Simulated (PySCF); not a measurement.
Process, species as SMILES: OO (H2O2) + H+ → O[OH2+]
B3LYP-D3(BJ)/def2-TZVP geometries, fixed; electronic energies without zero-point terms; positive where energy is released.

Basis-set convergence of the proton affinity at PBE with PySCF. All functions are spherical. Density fitting with generated auxiliary sets. No added dispersion term, no relativity. Functions are those of the species that has most. Reference: the value in def2-QZVPPD, 165.58 kcal/mol, itself unsure by roughly 0.66 kcal/mol (its mean distance from pcseg-3, def2-QZVPP, cc-pVQZ). Deviations are taken from unrounded values.

```
basis        functions  proton affinity (kcal/mol)
-----------  ---------  --------------------------
cc-pVDZ             43                      171.02
aug-cc-pVDZ         73                      164.16
def2-SVP            43                      170.82
def2-SVPD           70                      163.65
pcseg-1             43                      164.07
aug-pcseg-1         73                      162.34
6-311G**            54                      169.70
6-311+G**           62                      164.38
def2-TZVP           80                      166.17
def2-TZVPD         107                      164.80
cc-pVTZ            102                      168.40
aug-cc-pVTZ        161                      165.42
pcseg-2            102                      165.76
aug-pcseg-2        161                      165.40
def2-TZVPP         104                      166.82
def2-TZVPPD        131                      165.47
def2-QZVPP         204                      166.06
def2-QZVPPD        231                      165.58
```

What the diffuse functions change, pair by pair:
- cc-pVDZ to aug-cc-pVDZ: 30 more functions, deviation 5.44 to -1.42 kcal/mol
- def2-SVP to def2-SVPD: 27 more functions, deviation 5.24 to -1.93 kcal/mol
- pcseg-1 to aug-pcseg-1: 30 more functions, deviation -1.51 to -3.24 kcal/mol
- 6-311G** to 6-311+G**: 8 more functions, deviation 4.12 to -1.20 kcal/mol
- def2-TZVP to def2-TZVPD: 27 more functions, deviation 0.59 to -0.78 kcal/mol
- cc-pVTZ to aug-cc-pVTZ: 59 more functions, deviation 2.82 to -0.16 kcal/mol
- pcseg-2 to aug-pcseg-2: 59 more functions, deviation 0.18 to -0.18 kcal/mol
- def2-TZVPP to def2-TZVPPD: 27 more functions, deviation 1.24 to -0.11 kcal/mol
- def2-QZVPP to def2-QZVPPD: 27 more functions, deviation 0.48 to 0.00 kcal/mol

Leaving out the reference's own pair, they bring the value nearer the reference by more than 0.66 kcal/mol in 5 of 8 pairs.
